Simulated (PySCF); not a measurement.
**Nuclear quadrupole coupling in `NC1CCCC1`**

C5H11N.
Z-matrix (Å and degrees, PBE0-D3(BJ)/def2-TZVP geometry), rows numbered from 1:
```
N 
C   1  1.4571
C   2  1.5442  1  111.21
C   3  1.5268  2  105.94  1  -113.35
C   4  1.5241  3  102.90  2   -34.25
C   5  1.5251  4  102.65  3    42.57
H   1  1.0148  2  109.82  3    61.66
H   1  1.0137  2  110.20  3   178.51
H   2  1.0934  1  106.03  3   118.72
H   3  1.0933  2  109.71  1   128.75
H   3  1.0912  2  110.88  1    10.83
H   4  1.0960  3  110.47  2    82.55
H   4  1.0919  3  113.15  2  -157.32
H   5  1.0923  4  113.71  3   165.27
H   5  1.0957  4  109.57  3   -74.61
H   6  1.0925  2  112.69  1   -98.63
H   6  1.0959  2  108.30  1    19.58
```

Field gradients from the PBE0/pcSseg-2 density (PySCF, non-relativistic), principal values in atomic units, ordered |Vxx| ≤ |Vyy| ≤ |Vzz|:

| atom | Vxx | Vyy | Vzz |
| --- | --- | --- | --- |
| N1 | 0.4675 | 0.6017 | -1.0693 |

Find the asymmetry η = (Vxx − Vyy)/Vzz and the couplings χ = eQV/h (234.96 MHz × Q in barn × V in au), with Q(14N) = 0.02044 b.

```tsv
atom	environment	nucleus	η	χzz (MHz)	χxx (MHz)	χyy (MHz)
N1	primary amine nitrogen	14N	0.13	-5.14	2.25	2.89
```

The tensor is traceless: Vxx + Vyy + Vzz = 0.

What is Vzz at N1 in SI units (1 au = 9.71736 × 10²¹ V/m²)?

-1.0693 au = -10.390 × 10²¹ V/m².

And the gradient at the other heavy atoms, for which no coupling is worked out here?

| atom | environment | Vzz (au) | η |
| --- | --- | --- | --- |
| C2 | sp3 carbon bound to nitrogen | 0.180 | 0.62 |
| C3 | ring CH2 carbon | -0.058 | 0.98 |
| C4 | ring CH2 carbon | 0.038 | 0.75 |
| C5 | ring CH2 carbon | 0.044 | 0.63 |
| C6 | ring CH2 carbon | -0.036 | 0.49 |

Were the hydrogens deuterons (Q(2H) = 0.00286 b), χzz would run from 186 kHz (H9) to 260 kHz (H8).

One conformer (not necessarily the lowest) at the PBE0-D3(BJ)/def2-TZVP geometry, without solvent, vibrations or thermal averaging.
